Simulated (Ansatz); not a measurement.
This geometry of CH5BCl (8 atoms, charge 0, multiplicity 2) is a first-order saddle point.

The calculation used UKS B3LYP-D4/def2-SVP in Ansatz.

```xyz
8
Properties=species:S:1:pos:R:3
B -0.050 0.001 -0.111
H -0.224 0.043 1.159
C 1.391 0.033 -0.651
H 1.688 -1.040 -0.669
H 1.479 0.397 -1.687
H 2.113 0.538 0.008
H -1.073 -0.124 -0.735
Cl 0.151 0.152 2.885
```

(1) Which two structures does it join? (They come from a converged band through this point; their orientation in space is the band's.)

(2) How far does it lie above each of them?

Results:

(1) No bond is made or broken.  The two ends are copies of one structure, up to a mirror image or an exchange of like atoms.

First end point:

```xyz
8
Properties=species:S:1:pos:R:3
B 0.174 0.005 0.453
H -0.247 -1.142 0.861
C 1.401 0.048 -0.526
H 1.393 -0.781 -1.251
H 1.420 0.996 -1.094
H 2.353 0.005 0.031
H -0.970 -0.362 -0.012
Cl -0.050 1.232 1.737
```

Last end point:

```xyz
8
Properties=species:S:1:pos:R:3
B 0.178 -0.026 0.458
H -0.796 0.793 0.252
C 1.408 0.016 -0.519
H 2.011 -0.906 -0.442
H 1.113 0.143 -1.573
H 2.087 0.847 -0.256
H -0.915 -0.580 0.062
Cl 0.386 -0.286 2.218
```

(2) 100.9 kJ/mol above the first and 100.8 kJ/mol above the second. This is the barrier of this one path; another mechanism may lie lower.

Time of the run: 6.3 min on 2 threads of Arm Neoverse N1, on a shared host, peak memory 0.18 GiB.
